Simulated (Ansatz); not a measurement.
The inner images of a band of BClH4S (7 atoms, charge 0, multiplicity 1) are given out of order.

Level of theory: RKS PBE0/def2-SVP in Ansatz.

Initial state:

```xyz
7
Properties=species:S:1:pos:R:3
B 0.020 -0.105 0.113
Cl -0.617 0.536 1.698
H 1.192 0.122 -0.102
H -0.733 0.014 -0.831
S 0.082 -2.140 0.259
H -1.146 -2.389 0.774
H 0.684 -2.286 1.463
```

Final state:

```xyz
7
Properties=species:S:1:pos:R:3
B 0.143 -0.577 -0.512
Cl -0.143 0.156 2.979
H 1.201 -0.007 -0.556
H -0.896 -0.065 -0.832
S 0.207 -2.269 0.038
H -1.110 -2.572 -0.035
H 0.082 -0.915 2.292
```

**Question.** Put them in order from the first end to the last, with their energies above the first end.
A.
```xyz
7
Properties=species:S:1:pos:R:3
B 0.114 -0.372 -0.033
Cl -0.193 0.155 2.004
H 1.196 0.091 -0.283
H -0.881 -0.017 -0.609
S 0.255 -2.263 0.303
H -1.060 -2.572 0.251
H 0.051 -1.271 1.741
```
B.
```xyz
7
Properties=species:S:1:pos:R:3
B 0.033 -0.105 0.112
Cl -0.486 0.550 1.735
H 1.180 0.141 -0.195
H -0.796 -0.018 -0.768
S 0.156 -2.144 0.301
H -1.128 -2.465 0.584
H 0.523 -2.207 1.603
```
C.
```xyz
7
Properties=species:S:1:pos:R:3
B 0.082 -0.160 0.092
Cl -0.253 0.442 1.816
H 1.192 0.102 -0.305
H -0.853 -0.037 -0.664
S 0.241 -2.211 0.405
H -1.062 -2.567 0.327
H 0.136 -1.819 1.703
```
D.
```xyz
7
Properties=species:S:1:pos:R:3
B 0.144 -0.562 -0.373
Cl -0.176 0.205 2.625
H 1.204 0.005 -0.427
H -0.905 -0.030 -0.617
S 0.233 -2.304 0.019
H -1.087 -2.595 0.016
H 0.069 -0.968 2.131
```
E.
```xyz
7
Properties=species:S:1:pos:R:3
B 0.137 -0.504 -0.230
Cl -0.181 0.163 2.274
H 1.196 0.058 -0.319
H -0.901 -0.013 -0.579
S 0.250 -2.288 0.122
H -1.071 -2.576 0.161
H 0.052 -1.089 1.944
```
F.
```xyz
7
Properties=species:S:1:pos:R:3
B 0.096 -0.253 0.059
Cl -0.222 0.288 1.899
H 1.196 0.091 -0.293
H -0.866 -0.040 -0.635
S 0.255 -2.235 0.405
H -1.049 -2.574 0.285
H 0.073 -1.526 1.653
```
G.
```xyz
7
Properties=species:S:1:pos:R:3
B 0.056 -0.115 0.102
Cl -0.354 0.541 1.761
H 1.181 0.131 -0.273
H -0.834 -0.034 -0.714
S 0.212 -2.169 0.364
H -1.090 -2.531 0.423
H 0.311 -2.072 1.711
```

**Answer.** B (+0.02 eV), G (+0.07 eV), C (+0.19 eV), F (+0.49 eV), A (+0.78 eV), E (+0.53 eV), D (+0.37 eV).

Run time: 71 s on 1 thread of AMD EPYC 9R45 96-Core Processor (Zen 5) (shared host), peak memory 0.15 GiB.
